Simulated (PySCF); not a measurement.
# Orbital picture of Mg2

CAM-B3LYP at R = 3.609 Å; PySCF, no relativity, basis sets Mg 6-311G(d,p). State: ¹Σg⁺ (singlet), closed shell. Only the outer orbitals are listed.

| orbital | occ. | ε (eV) | main shells (%) |
| --- | --- | --- | --- |
| πu | 2 | -51.88 | 100 p |
| πu | 2 | -51.88 | 100 p |
| πg | 2 | -51.88 | 100 p |
| πg | 2 | -51.88 | 100 p |
| σg | 2 | -51.87 | 100 p |
| σu | 2 | -51.87 | 100 p |
| σg | 2 | -7.36 | 97 s |
| σu | 2 | -5.74 | 96 s |
| σg | 0 | -0.43 | 95 p |
| πu | 0 | -0.41 | 100 p |
| πu | 0 | -0.41 | 100 p |

Q: Which are the highest filled and the lowest empty level, where do they sit, and how wide is the gap?

A: Highest filled σu at -5.74 eV (in %: 96 s); lowest empty σg at -0.43 eV (in %: 95 p); the gap at CAM-B3LYP is 5.31 eV.

| Item | Value |
| --- | --- |
| bond order (Mayer) | 0.21 |
| ⟨S²⟩ | 0.000 |
| polarisability along the bond | 229.5 bohr³ |
| polarisability across the bond | 119.5 bohr³ |

Closed-shell solutions of metal pairs were not tested for spin polarisation, which can lower them a little.
